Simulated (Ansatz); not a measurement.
The first iterations of a band of CH2NO (5 atoms, charge -1, multiplicity 1).

The calculation used RKS CAM-B3LYP/6-31G* (Ansatz 0.2.0).

| Property | Result |
| --- | --- |
| movable images | 5 |
| climbing image | yes |
| spring | 5.0 eV/Å² |
| optimiser | lbfgs |
| start path | through a guess of the saddle point |
| force threshold | 0.05 eV/Å |
| iteration limit | 60 |
| end points | relaxed |
| largest step | 0.5 Å |

First end point:

```xyz
5
Properties=species:S:1:pos:R:3
N -0.432 0.100 -0.439
C 0.946 -0.340 -0.063
O 0.911 -0.931 1.033
H -0.402 0.992 -0.933
H -1.023 0.178 0.402
```

Last end point:

```xyz
5
Properties=species:S:1:pos:R:3
N -0.957 0.267 -0.143
C 0.340 0.047 -0.145
O 1.078 -0.630 0.618
H 0.845 0.578 -1.003
H -1.305 -0.261 0.673
```

| iteration | highest image above the first end (eV) | largest band force component (eV/Å) |
| --- | --- | --- |
| 1 | 2.370 | 5.679 |
| 2 | 1.823 | 2.738 |
| 3 | 1.756 | 1.141 |
| 4 | 1.718 | 1.111 |
| 5 | 1.672 | 0.695 |
| 6 | 1.626 | 1.540 |
| 7 | 1.600 | 1.088 |
| 8 | 1.591 | 0.533 |
| 9 | 1.578 | 0.531 |
| 10 | 1.569 | 0.563 |
| 11 | 1.562 | 0.552 |
| 12 | 1.557 | 0.509 |

Problem. Does the band converge within its limit, and where does its top end?

Solution. The forces met the threshold. It ended after 38 iterations with the highest image 1.606 eV above the first end. Neighbouring images differ by up to 1.6 eV, so the band resolves the path poorly. Another band between the same ends (5 images) ends at a top of the same energy, where a vibrational analysis finds 1 clearly imaginary mode. The orbitals stay closed-shell, which can raise the energy where a bond breaks towards radicals; this wasn't checked here. Limits of this set-up: an anion without diffuse functions.

Time of the run: 7.5 min on 1 thread of Intel(R) Xeon(R) Processor @ 2.50GHz (Skylake/Cascade Lake) (shared host), peak memory 0.11 GiB.
